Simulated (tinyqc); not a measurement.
Worked calculation: harmonic frequencies on the UHF/sto-6g surface (energies and gradients from PySCF), for LiH+, spin multiplicity 2. One step of it, computed by the program tinyqc.

Question. Normal modes. Diagonalise H_ij / sqrt(m_i m_j); the 5 smallest eigenvalues belong to translations and rotations; wavenumber = sqrt(eigenvalue / 1822.888) x 219474.63; each mode has its largest component positive (the first on a tie); zero-point energy = sum of wavenumbers / 2, with 349.755 1/cm per kcal/mol.

Hessian (symmetrised) (hartree/bohr^2), order 1Lix, 1Liy, 1Liz, 2Hx, 2Hy, 2Hz:
```
[[-0.00000142, 0.00000000, 0.00000000, 0.00000142, 0.00000000, 0.00000000],
 [0.00000000, -0.00000142, 0.00000000, 0.00000000, 0.00000142, 0.00000000],
 [0.00000000, 0.00000000, 0.02133086, 0.00000000, 0.00000000, -0.02133086],
 [0.00000142, 0.00000000, 0.00000000, -0.00000142, 0.00000000, 0.00000000],
 [0.00000000, 0.00000142, 0.00000000, 0.00000000, -0.00000142, 0.00000000],
 [0.00000000, 0.00000000, -0.02133086, 0.00000000, 0.00000000, 0.02133086]]
```

masses (u): [7.016004, 1.007825]

Give: eigenvalues of the mass-weighted Hessian; harmonic wavenumbers of the vibrations; mass-weighted modes; zero-point energy.

Answer.

eigenvalues of the mass-weighted Hessian (hartree/(bohr^2 u)): [0.0000, 0.0000, 0.0000, 0.0000, 0.0000, 0.0242]

harmonic wavenumbers of the vibrations (1/cm): [799.8]

mass-weighted modes, order 1Lix, 1Liy, 1Liz, 2Hx, 2Hy, 2Hz:
```
[[0.0000],
 [0.0000],
 [-0.3544],
 [0.0000],
 [0.0000],
 [0.9351]]
```

zero-point energy = 1.1433 kcal/mol
